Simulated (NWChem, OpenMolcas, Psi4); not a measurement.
**Si2H6 (disilane): the energy, rung by rung**

Si2H6 has 8 atoms, charge 0, and is taken as a singlet. SMILES: `[SiH3][SiH3]`. The coordinates come from a PBE0-D4/def2-TZVP relaxation.

```xyz
8

Si   -0.3405    0.4902   -1.0049
Si    0.3635   -0.5044    0.9910
H     0.8339    0.9482   -1.7949
H    -1.1129   -0.4839   -1.8219
H    -1.2080    1.6641   -0.7179
H     1.1390    0.4686    1.8063
H     1.2281   -1.6805    0.7040
H    -0.8110   -0.9592    1.7826
```

Quantity: the energy change with the Si1–H5 bond stretched from 1.488 to 1.934 Å, in eV. The values are calculated.

```csv
level,kind,program,value (eV),CPU time (all runs)
HF/aug-cc-pVDZ (unrestricted),Hartree–Fock,OpenMolcas,1.05,26 s
SVWN5/aug-cc-pVDZ (restricted),LDA,OpenMolcas,0.84,54 s
BLYP/aug-cc-pVDZ (restricted),GGA,OpenMolcas,0.85,86 s
revPBE/aug-cc-pVDZ (restricted),GGA,OpenMolcas,0.83,81 s
TPSS/aug-cc-pVDZ (restricted),meta-GGA,OpenMolcas,0.93,1.7 min
M06-2X/aug-cc-pVDZ (restricted),hybrid meta-GGA,OpenMolcas,0.99,1.7 min
wB97X/aug-cc-pVDZ (restricted),range-separated hybrid,NWChem,0.98,5.2 min
B2PLYP/aug-cc-pVDZ (restricted),double hybrid,OpenMolcas,0.97,61 s
MP2/aug-cc-pVDZ (restricted),perturbation theory,Psi4,1.00,77 s
CCSD/aug-cc-pVDZ (restricted),coupled cluster or CI,Psi4,0.94,2.5 min
```

The first shape isn't each level's own minimum. The values span 0.83 to 1.05 eV. Times are those of the runs behind each value, whatever else they computed, on shared processors of several kinds: orders of magnitude only.
